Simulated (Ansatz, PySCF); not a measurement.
System: nitrous oxide, N2O, net charge 0, singlet state. SMILES: N#[N+][O-]
Geometry: optimised at B3LYP-D3(BJ)/def2-TZVP (Ansatz, a quantum-chemistry and plane-wave program).


Quantity: enthalpy of formation at 298 K (from the atomisation energy, B3LYP-D3(BJ)/def2-TZVP harmonic zero-point and thermal terms from PySCF, and the atoms' enthalpies of formation in the G2/97 table; no spin-orbit terms, and no core term in the frozen-core levels), in kcal/mol. Cores are frozen in the correlated levels unless marked. UHF or UKS for open shells. No spin-orbit coupling. No relativistic terms. The coupled-cluster limit lacks core correlation, which all-electron functionals hold. Basis-set limits of correlation are two-point, X^-3; Hartree-Fock from the larger set. [CCSD(T)-MP2]/basis is that difference in the basis named.

```csv
level,program,enthalpy of formation at 298 K (kcal/mol),minus last row
B3LYP-D4/def2-TZVPD,Ansatz + dftd4,13.4,-7.9
MP2/cc-pVDZ,Ansatz,37.4,16.1
"RI-MP2/CBS(cc-pVTZ,cc-pVQZ)",Ansatz,-4.0,-25.3
SCS-MP2/aug-cc-pVDZ,Ansatz,39.9,18.6
CCSD(T)/STO-3G,Ansatz,171.2,149.9
CCSD(T)/cc-pVDZ,Ansatz,61.1,39.8
"RI-MP2/CBS(aug-cc-pVTZ,aug-cc-pVQZ)+[CCSD(T)-MP2]/aug-cc-pVDZ",Ansatz,22.2,0.9
"RI-MP2/CBS(cc-pVTZ,cc-pVQZ)+[CCSD(T)-MP2]/cc-pVTZ",Ansatz,21.1,-0.2
"RI-MP2/CBS(cc-pVTZ,cc-pVQZ)+[CCSD(T)-MP2]/cc-pVQZ",Ansatz,21.6,0.3
"CCSD(T)/CBS(aug-cc-pVTZ,aug-cc-pVQZ)",Ansatz,21.3,0.0
```
